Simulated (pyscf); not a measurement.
H₂N–InH₂ (SMILES [NH2][InH2]) → H₂N–In (SMILES [NH2][In]) [singlet] + H₂ (SMILES [H][H]), a 1,1-elimination (singlet surface; H–In, H–In broken, H–H formed). PySCF, gas phase, ωB97X-D3(BJ)/def2-SVP geometries. Energies in kcal/mol from the reactant's lowest minimum found.

Small-basis levels: PySCF, no dispersion term, spherical d functions. 

Task: Quick SVWN5/6-31G*+LANL2DZ single points give ΔE‡ = 57.4 kcal/mol and ΔE = +3.2 kcal/mol. What does ωB97M-D3(BJ)/def2-TZVP give, and how far is the quick result from it?

Result: ωB97M-D3(BJ)/def2-TZVP gives ΔE‡ = 64.1 kcal/mol and ΔE = -3.4 kcal/mol. SVWN5/6-31G*+LANL2DZ lies 6.7 kcal/mol under it in the barrier and 6.6 kcal/mol over it in the reaction energy, so on this step it does not hold to within 3.0 kcal/mol. ωB97M-D3(BJ)/def2-TZVP has limits of its own. The same reactants have a lower exit, to NH₃ + InH [singlet] (barrier +53.7 kcal/mol at ωB97M-D3(BJ)/def2-TZVP, against +64.1 kcal/mol here). One saddle was located; it need not be the lowest between these sides. In the def2 sets elements past Kr carry core potentials, without spin-orbit coupling.
